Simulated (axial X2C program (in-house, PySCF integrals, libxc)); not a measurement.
**Testing model relations on MgF⁺**

A bond curve at the CCSD(T) level, 2c, was computed with an in-house all-electron X2C program for linear molecules (integrals from PySCF) (basis Mg dyall-cv3z [9s8p6d3f], F dyall-av3z [7s6p3d2f] (cores contracted in-house)) for the state Ω = 0 (closed shell). Its fit gives Re = 1.7009 Å, ωe = 832.2 cm⁻¹, ωexe = 4.09 cm⁻¹ and αe = 4.238e-03 cm⁻¹; the masses are 23.9850 and 18.9984 u. Two-component means X2C with spin–orbit coupling and atomic mean-field Coulomb and Gaunt terms.

Correlated methods: 8 electrons correlated (number of frozen shells: Mg 2 s, 1 p; F 1 s), 242 virtual spin orbitals or spinors in MP2, 82 natural virtuals in coupled cluster.

(1) Find the reduced mass, Be and the force constant.

(2) Estimate De from a Morse curve and compare with the computed well depth of 4.406 eV to Mg+ + F.

(3) Where do the fundamental and the first overtone lie?

(4) Give B0, the J = 1←0 line in GHz and the most populated J at 300 K (kT = 208.5 cm⁻¹).

(5) Estimate the centrifugal constant by the Kratzer relation.

The state is one determinant whose occupation by symmetry is held fixed; it was picked as the lowest of a PBE0 search that is not exhaustive. Dissociation energies refer to the lowest single-determinant-based atoms at the same level and basis. Coupled cluster ran in a truncated set of natural virtual spinors; the MP2 energy of the rest was added. (T) has no such correction and the atoms are truncated less, which lowers De at CCSD(T) by a hundredth of an eV or more.

Results:

(1) From the CCSD(T) values: μ = 10.6012 u. Be = 16.8576/(μ Re²) = 0.5496 cm⁻¹. k = 5.8918×10⁻⁷ μ ωe² = 4.33 mdyn/Å.

(2) De(Morse) = ωe²/(4ωexe) = 5.249 eV against 4.406 eV computed, a ratio of 1.19. The extrapolation overshoots: the well softens faster than a Morse curve, or the lowest atomic limit lies below the one to which the curve heads.

(3) ν(1←0) = ωe − 2ωexe = 824.0 cm⁻¹; ν(2←0) = 2ωe − 6ωexe = 1639.9 cm⁻¹.

(4) B0 = Be − αe/2 = 0.5475 cm⁻¹; 2B0 = 32.83 GHz; J(max) ≈ √(kT/2B0) − 1/2 = 13.3, so J = 13.

(5) D = 4Be³/ωe² = 9.59e-07 cm⁻¹.
